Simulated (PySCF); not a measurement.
## Boron: a sound run and one with changed settings

Sound run: B [He] 2s2 2p1, B⁺ [He] 2s2. Computed with PySCF 2.14 in aug-cc-pVDZ-DK (4s3p2d, 23 functions), with the spin-free X2C one-electron Hamiltonian (Gaussian nucleus). In the sound run the correlated levels freeze 1s2. The sound run starts from symmetry-adapted Hartree-Fock orbitals and uses a fine grid where one is needed.

Changed run: all electrons correlated in a basis built for the valence shell.

| species | method | sound run (hartree) | changed run (hartree) | converged |
| --- | --- | --- | --- | --- |
| B | MP2 | -24.57437 | -24.57546 | yes |
| B | CCSD(T) | -24.59783 | -24.59874 | yes |
| B⁺ | MP2 | -24.27450 | -24.27560 | yes |
| B⁺ | CCSD(T) | -24.30050 | -24.30130 | yes |

Ionisation energy of B:

```tsv
method	sound run (eV)	changed run (eV)
UHF	8.040	8.040
MP2	8.160	8.160
SCS-MP2	8.124	8.122
CCSD	8.066	8.069
CCSD(T)	8.091	8.094
```

A valence basis has no tight correlating functions, so it recovers only part of the core correlation, and not evenly between atom and ion.

For comparison, NIST gives 8.298 eV between the lowest levels.
